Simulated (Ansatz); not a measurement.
# BH3O: taking an electron away

One table from this session's results is given with a row withheld; the runs are named, their logs left out.

Computed with Ansatz 0.2.0, Gaussian basis. Level: unrestricted cation, the program's frozen cores in correlated methods.

The runs, in order: UKS PBE-D4/def2-TZVPP; UKS r2SCAN-D4/def2-TZVPP; UKS PBE0-D4/def2-TZVPP; UKS B3LYP-D4/def2-TZVPP; UKS wB97X-V/def2-TZVPP; UKS wB97M-V/def2-TZVPP; UKS B2PLYP/def2-TZVPP; UHF-CCSD(T)/def2-TZVPP; UHF-MP2/def2-QZVPP; extrapolation to the limit; then −ε(HOMO) from the neutral's earlier runs with LDA (SPW92), PBE-D4, revPBE-D4, BLYP-D4, r2SCAN-D4, B97M-V, PBE0-D4, B3LYP-D4, r2SCANh-D4, r2SCAN0-D4, HSE06-D4, BHLYP-D4, CAM-B3LYP-D4, LC-ωPBE, ωB97X-V, ωB97M-V.

1 further run of the same task is left out (it didn't finish).

### The relaxed structure

The geometry comes from an earlier relaxation with PBE0-D4 in a triple-zeta def2 set; it is a stationary point.

SMILES `BO`, 5 atoms, charge 0, spin multiplicity 1.

Atoms are counted from 1 here; the program's logs count them from 0.

Bond lengths: B1–O2 1.348 Å, B1–H3 1.196 Å, B1–H4 1.202 Å, O2–H5 0.961 Å. Angles: O2–B1–H3 116.8°, O2–B1–H4 120.7°, H3–B1–H4 122.5°, B1–O2–H5 113.5°.

The first run:

File in.yaml:

```yaml
crystal:
  periodic: [false, false, false]
  atoms:
    - {symbol: B, position_ang: [-0.226553, -0.352828, 0.074736]}
    - {symbol: O, position_ang: [0.413452, 0.801776, 0.345859]}
    - {symbol: H, position_ang: [-0.820338, -0.865465, 0.977791]}
    - {symbol: H, position_ang: [-0.190617, -0.828933, -1.028104]}
    - {symbol: H, position_ang: [0.873957, 1.171750, -0.411682]}
basis:
  gaussian: {orbitals: def2-TZVPP}
total_charge: 1
magnetization: {spin_polarized: true, initial_magnetization: 1}
hamiltonian: {xc: pbe, dispersion: d4}
```

Among the steps run: Cation, UKS PBE-D4/def2-TZVPP; Cation, UKS r2SCAN-D4/def2-TZVPP; Cation, UKS PBE0-D4/def2-TZVPP; Cation, UKS B3LYP-D4/def2-TZVPP; Cation, UKS wB97X-V/def2-TZVPP; Cation, UKS wB97M-V/def2-TZVPP; Cation, UKS B2PLYP (frozen core)/def2-TZVPP; Cation, UHF-CCSD(T)/def2-TZVPP; Cation, UHF-MP2/def2-QZVPP.

One of the session's tables, all rows but one given; the rest of the session is left out.

Orbital estimates, from the neutral's runs:

| functional | −ε(HOMO) (eV) |
| --- | --- |
| LDA (SPW92) | 7.37 |
| PBE-D4 | 7.36 |
| revPBE-D4 | 7.34 |
| BLYP-D4 | 7.33 |
| r2SCAN-D4 | 7.69 |
| B97M-V | 7.79 |
| PBE0-D4 | 8.86 |
| B3LYP-D4 | 8.68 |
| r2SCANh-D4 | ? |
| r2SCAN0-D4 | 9.07 |
| HSE06-D4 | 8.45 |
| BHLYP-D4 | 10.34 |
| CAM-B3LYP-D4 | 10.37 |
| LC-ωPBE | 11.74 |
| ωB97X-V | 11.39 |
| ωB97M-V | 11.23 |

**Question.** Estimate the row for r2SCANh-D4.

Worked estimate for «−ε(HOMO) (eV)». Against the share of exact exchange, r2SCAN-D4 (0, 7.69), r2SCAN0-D4 (0.25, 9.07) give a slope of 5.52 per unit share; at 0.1 the line stands at 8.24.

As computed: −ε(HOMO) (eV): 8.24. In «−ε(HOMO) (eV)» the line misses by 0.00.
